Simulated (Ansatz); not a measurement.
# Molecular dynamics of CH3S2, charge +1

The input (input.yaml):

```yaml
crystal:
  periodic: [false, false, false]
  atoms:
    - { symbol: C, position_ang: [-0.349837, 0.049652, -0.562466] }
    - { symbol: S, position_ang: [1.081032, -1.067538, -0.526403] }
    - { symbol: S, position_ang: [0.0078, -0.421052, 1.210779] }
    - { symbol: H, position_ang: [-1.315822, -0.370198, -0.895804] }
    - { symbol: H, position_ang: [-0.175016, 1.11743, -0.787336] }
    - { symbol: H, position_ang: [0.751843, 0.691695, 1.56123] }
total_charge: 1
basis:
  gaussian: { orbitals: def2-SVP }
hamiltonian:
  xc: blyp
  dispersion: d4
md:
  timestep: 0.5
  n_steps: 100
  ensemble: nvt_nose_hoover
  temperature: 200.0
  initial_velocities: maxwell_boltzmann
  seed: 706341
```

Command:

```bash
$ ansatz run input.yaml --threads 1 --pin off --max-ram 2048MiB --backend cpu --events-out ev --progress --plain --runs-dir out
```

It starts from a relaxed structure.

Output, in part (one step line in 2, the closing report, with atoms numbered from 0):

```
md step     0: t =     0.00 fs  T =   200.0 K  F+E_penalty+E_count = -22739.55902274 eV  E_kin = 0.103408 eV  conserved = -22739.45561474 eV  (27 SCF iters)
md step     2: t =     1.00 fs  T =   187.7 K  F+E_penalty+E_count = -22739.55256536 eV  E_kin = 0.097026 eV  conserved = -22739.45553923 eV  (29 SCF iters)
md step     4: t =     2.00 fs  T =   158.9 K  F+E_penalty+E_count = -22739.53756508 eV  E_kin = 0.082159 eV  conserved = -22739.45540748 eV  (29 SCF iters)
md step     6: t =     3.00 fs  T =   128.6 K  F+E_penalty+E_count = -22739.52183436 eV  E_kin = 0.066507 eV  conserved = -22739.45533259 eV  (29 SCF iters)
md step     8: t =     4.00 fs  T =   105.7 K  F+E_penalty+E_count = -22739.50996588 eV  E_kin = 0.054625 eV  conserved = -22739.45535364 eV  (30 SCF iters)
md step    10: t =     5.00 fs  T =    87.9 K  F+E_penalty+E_count = -22739.50084098 eV  E_kin = 0.045443 eV  conserved = -22739.45542171 eV  (29 SCF iters)
md step    12: t =     6.00 fs  T =    68.1 K  F+E_penalty+E_count = -22739.49063072 eV  E_kin = 0.035231 eV  conserved = -22739.45543764 eV  (30 SCF iters)
md step    14: t =     7.00 fs  T =    45.2 K  F+E_penalty+E_count = -22739.47867599 eV  E_kin = 0.023376 eV  conserved = -22739.45535064 eV  (30 SCF iters)
md step    16: t =     8.00 fs  T =    28.9 K  F+E_penalty+E_count = -22739.47012081 eV  E_kin = 0.014931 eV  conserved = -22739.45525264 eV  (31 SCF iters)
md step    18: t =     9.00 fs  T =    29.6 K  F+E_penalty+E_count = -22739.47049765 eV  E_kin = 0.015293 eV  conserved = -22739.45527817 eV  (29 SCF iters)
md step    20: t =    10.00 fs  T =    44.6 K  F+E_penalty+E_count = -22739.47836282 eV  E_kin = 0.023061 eV  conserved = -22739.45539424 eV  (29 SCF iters)
md step    22: t =    11.00 fs  T =    61.4 K  F+E_penalty+E_count = -22739.48706770 eV  E_kin = 0.031736 eV  conserved = -22739.45545499 eV  (31 SCF iters)
md step    24: t =    12.00 fs  T =    72.7 K  F+E_penalty+E_count = -22739.49283004 eV  E_kin = 0.037579 eV  conserved = -22739.45541840 eV  (31 SCF iters)
md step    26: t =    13.00 fs  T =    81.9 K  F+E_penalty+E_count = -22739.49747850 eV  E_kin = 0.042340 eV  conserved = -22739.45536116 eV  (31 SCF iters)
md step    28: t =    14.00 fs  T =    95.2 K  F+E_penalty+E_count = -22739.50428877 eV  E_kin = 0.049222 eV  conserved = -22739.45535746 eV  (31 SCF iters)
md step    30: t =    15.00 fs  T =   113.1 K  F+E_penalty+E_count = -22739.51350202 eV  E_kin = 0.058464 eV  conserved = -22739.45541545 eV  (31 SCF iters)
md step    32: t =    16.00 fs  T =   129.1 K  F+E_penalty+E_count = -22739.52172961 eV  E_kin = 0.066734 eV  conserved = -22739.45548041 eV  (31 SCF iters)
md step    34: t =    17.00 fs  T =   136.2 K  F+E_penalty+E_count = -22739.52527193 eV  E_kin = 0.070403 eV  conserved = -22739.45547574 eV  (29 SCF iters)
md step    36: t =    18.00 fs  T =   135.1 K  F+E_penalty+E_count = -22739.52450157 eV  E_kin = 0.069843 eV  conserved = -22739.45539507 eV  (30 SCF iters)
md step    38: t =    19.00 fs  T =   134.3 K  F+E_penalty+E_count = -22739.52389928 eV  E_kin = 0.069419 eV  conserved = -22739.45534980 eV  (27 SCF iters)
md step    40: t =    20.00 fs  T =   138.1 K  F+E_penalty+E_count = -22739.52580072 eV  E_kin = 0.071390 eV  conserved = -22739.45541917 eV  (30 SCF iters)
md step    42: t =    21.00 fs  T =   139.1 K  F+E_penalty+E_count = -22739.52627778 eV  E_kin = 0.071927 eV  conserved = -22739.45550670 eV  (30 SCF iters)
md step    44: t =    22.00 fs  T =   128.1 K  F+E_penalty+E_count = -22739.52040788 eV  E_kin = 0.066220 eV  conserved = -22739.45549095 eV  (30 SCF iters)
md step    46: t =    23.00 fs  T =   106.5 K  F+E_penalty+E_count = -22739.50903458 eV  E_kin = 0.055074 eV  conserved = -22739.45539705 eV  (29 SCF iters)
md step    48: t =    24.00 fs  T =    84.8 K  F+E_penalty+E_count = -22739.49764683 eV  E_kin = 0.043871 eV  conserved = -22739.45532512 eV  (29 SCF iters)
md step    50: t =    25.00 fs  T =    71.5 K  F+E_penalty+E_count = -22739.49062571 eV  E_kin = 0.036943 eV  conserved = -22739.45532764 eV  (30 SCF iters)
md step    52: t =    26.00 fs  T =    66.3 K  F+E_penalty+E_count = -22739.48790731 eV  E_kin = 0.034257 eV  conserved = -22739.45538616 eV  (29 SCF iters)
md step    54: t =    27.00 fs  T =    62.7 K  F+E_penalty+E_count = -22739.48604866 eV  E_kin = 0.032439 eV  conserved = -22739.45543480 eV  (31 SCF iters)
md step    56: t =    28.00 fs  T =    55.7 K  F+E_penalty+E_count = -22739.48231449 eV  E_kin = 0.028821 eV  conserved = -22739.45540507 eV  (31 SCF iters)
md step    58: t =    29.00 fs  T =    48.9 K  F+E_penalty+E_count = -22739.47861867 eV  E_kin = 0.025301 eV  conserved = -22739.45530966 eV  (32 SCF iters)
md step    60: t =    30.00 fs  T =    52.8 K  F+E_penalty+E_count = -22739.48049236 eV  E_kin = 0.027303 eV  conserved = -22739.45526267 eV  (31 SCF iters)
md step    62: t =    31.00 fs  T =    72.4 K  F+E_penalty+E_count = -22739.49059830 eV  E_kin = 0.037447 eV  conserved = -22739.45532941 eV  (29 SCF iters)
md step    64: t =    32.00 fs  T =   100.7 K  F+E_penalty+E_count = -22739.50513616 eV  E_kin = 0.052041 eV  conserved = -22739.45542651 eV  (30 SCF iters)
md step    66: t =    33.00 fs  T =   126.5 K  F+E_penalty+E_count = -22739.51831912 eV  E_kin = 0.065397 eV  conserved = -22739.45546263 eV  (29 SCF iters)
md step    68: t =    34.00 fs  T =   145.1 K  F+E_penalty+E_count = -22739.52765297 eV  E_kin = 0.074998 eV  conserved = -22739.45544991 eV  (29 SCF iters)
md step    70: t =    35.00 fs  T =   157.3 K  F+E_penalty+E_count = -22739.53368188 eV  E_kin = 0.081330 eV  conserved = -22739.45543687 eV  (29 SCF iters)
md step    72: t =    36.00 fs  T =   164.7 K  F+E_penalty+E_count = -22739.53720099 eV  E_kin = 0.085152 eV  conserved = -22739.45544564 eV  (29 SCF iters)
md step    74: t =    37.00 fs  T =   166.2 K  F+E_penalty+E_count = -22739.53770538 eV  E_kin = 0.085954 eV  conserved = -22739.45547370 eV  (29 SCF iters)
md step    76: t =    38.00 fs  T =   158.8 K  F+E_penalty+E_count = -22739.53353492 eV  E_kin = 0.082089 eV  conserved = -22739.45549225 eV  (28 SCF iters)
md step    78: t =    39.00 fs  T =   140.3 K  F+E_penalty+E_count = -22739.52367741 eV  E_kin = 0.072565 eV  conserved = -22739.45546097 eV  (31 SCF iters)
md step    80: t =    40.00 fs  T =   114.5 K  F+E_penalty+E_count = -22739.50998331 eV  E_kin = 0.059202 eV  conserved = -22739.45539181 eV  (31 SCF iters)
md step    82: t =    41.00 fs  T =    88.6 K  F+E_penalty+E_count = -22739.49635767 eV  E_kin = 0.045827 eV  conserved = -22739.45535444 eV  (29 SCF iters)
md step    84: t =    42.00 fs  T =    67.1 K  F+E_penalty+E_count = -22739.48506550 eV  E_kin = 0.034698 eV  conserved = -22739.45535961 eV  (30 SCF iters)
md step    86: t =    43.00 fs  T =    50.2 K  F+E_penalty+E_count = -22739.47617530 eV  E_kin = 0.025957 eV  conserved = -22739.45534119 eV  (31 SCF iters)
md step    88: t =    44.00 fs  T =    40.2 K  F+E_penalty+E_count = -22739.47086848 eV  E_kin = 0.020800 eV  conserved = -22739.45529549 eV  (24 SCF iters)
md step    90: t =    45.00 fs  T =    42.0 K  F+E_penalty+E_count = -22739.47165365 eV  E_kin = 0.021692 eV  conserved = -22739.45528595 eV  (24 SCF iters)
md step    92: t =    46.00 fs  T =    56.4 K  F+E_penalty+E_count = -22739.47904113 eV  E_kin = 0.029160 eV  conserved = -22739.45532717 eV  (31 SCF iters)
md step    94: t =    47.00 fs  T =    78.9 K  F+E_penalty+E_count = -22739.49056636 eV  E_kin = 0.040805 eV  conserved = -22739.45538289 eV  (32 SCF iters)
md step    96: t =    48.00 fs  T =   102.9 K  F+E_penalty+E_count = -22739.50274471 eV  E_kin = 0.053184 eV  conserved = -22739.45542487 eV  (28 SCF iters)
md step    98: t =    49.00 fs  T =   123.1 K  F+E_penalty+E_count = -22739.51290993 eV  E_kin = 0.063645 eV  conserved = -22739.45543864 eV  (31 SCF iters)
md step   100: t =    50.00 fs  T =   137.8 K  F+E_penalty+E_count = -22739.52014113 eV  E_kin = 0.071253 eV  conserved = -22739.45542546 eV  (28 SCF iters)
Total energy: -22739.52037917 eV, -835.6619605340 hartree
Atom 0 at    -0.360157     0.053739    -0.546869 Å, force    -0.343097    -0.438343    -0.289640 eV/Å
Atom 1 at     1.087010    -1.073470    -0.525682 Å, force    -0.166380     0.333441    -0.036696 eV/Å
Atom 2 at     0.006822    -0.416356     1.203153 Å, force    -0.163232    -0.487588     0.228613 eV/Å
Atom 3 at    -1.313247    -0.373173    -0.957612 Å, force     0.384681     0.155632     0.403556 eV/Å
Atom 4 at    -0.235167     1.133005    -0.689500 Å, force     0.245099     0.257246    -0.306144 eV/Å
Atom 5 at     0.773359     0.669717     1.558967 Å, force     0.042929     0.179612     0.000310 eV/Å
Dipole moment:    -0.206478     0.443555     0.165229 e Å
```

The run went to its last step. The conserved energy stayed within 0.061 meV per atom of its start (net change 0.032 meV per atom), so the integration is sound. The mean temperature of the second half is 52 % below the set value. A run of 0.05 ps of so small a system gives no equilibrium averages. Limits of this set-up: the dipole of an ion depends on the origin.

The same pairs are bonded in the first frame and the last. Pairs count as bonded within 1.25 times the sum of covalent radii (0.12 Å more for H–H).

Last frame:

```xyz
6
Properties=species:S:1:pos:R:3
C -0.360 0.054 -0.547
S 1.087 -1.073 -0.526
S 0.007 -0.416 1.203
H -1.313 -0.373 -0.958
H -0.235 1.133 -0.690
H 0.773 0.670 1.559
```

The run took 2.4 min on 1 thread of Arm Neoverse V2 (shared host), peak memory 0.11 GiB.
